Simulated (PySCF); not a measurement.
Ionisation of 2-chloroethyl methyl ether

Parent: `COCCCl` (C3H7ClO). Numbering: `[CH3:1][O:2][CH2:3][CH2:4][Cl:5]`

Energies: ωB97X-D3(BJ)/ma-def2-TZVP (PySCF, density fitting, integration grid level 2) on PBE0-D3(BJ)/def2-SVP structures. ωB97X-D3(BJ) is ωB97X-V with D3(BJ) in place of VV10. Zero-point and thermal terms (298.15 K, 1 bar) come from unscaled PBE0-D3(BJ)/def2-SVP harmonic frequencies, with soft modes damped to free rotors in the entropy.

Frontier levels of the parent: HOMO -10.27 eV, LUMO 1.14 eV.

Oxidation to the radical cation:
- Vertical ionisation energy (electronic): 10.19 eV
- Adiabatic ionisation energy (with zero-point energy): 9.86 eV
- Adiabatic, electronic part: 9.92 eV
- Vertical gap at the product's structure: 9.56 eV
- Inner reorganisation energy (four-point): 626 meV
- Relaxation of product / of parent: 266 / 360 meV
- ⟨S²⟩ of the product: 0.757
- Largest spin populations: O2 0.56, C4 0.17, Cl5 0.12
- Largest changes of atomic charge: O2 0.34, Cl5 0.21, H (on C1) 0.10
- Distances that move most (Å): C3–C4 1.521 → 1.627; C4–Cl5 1.784 → 1.723; O2–C3 1.396 → 1.356; C1–H 1.107 → 1.099
- Potential in DMF: 7.40 V absolute, 2.86 V against Fc+/Fc computed at 4.54 V (solvation -18 → -252 kJ/mol)

Solvents are IEF-PCM continua (electrostatics only, gas-phase structures); absolute potentials refer to an electron at rest in vacuum. Fc+/Fc in DMF, 4.54 V, is ωB97X-D3(BJ)/ma-def2-TZVP on PBE0-D3(BJ)/def2-SVP structures with GFN2-xTB thermal terms. Benchmark calculations put it near 5.0 V in acetonitrile and DMSO, so it is about 0.5 V low, and the value against it can read up to that much too high.

Measured values (NIST Chemistry WebBook, evaluated or the median of agreeing entries): vertical ionisation energy 10.05 eV (computed 10.19, difference 0.14).

Note: spin-orbit coupling is left out of the energies, which matters for open shells on the heavier atoms.

Hardware: 1 thread of AMD EPYC 9R45 96-Core, shared with other jobs. Command: `OMP_NUM_THREADS=1 python redox_run.py task.json out`. Structures, frequencies and single points: 6.1 min.
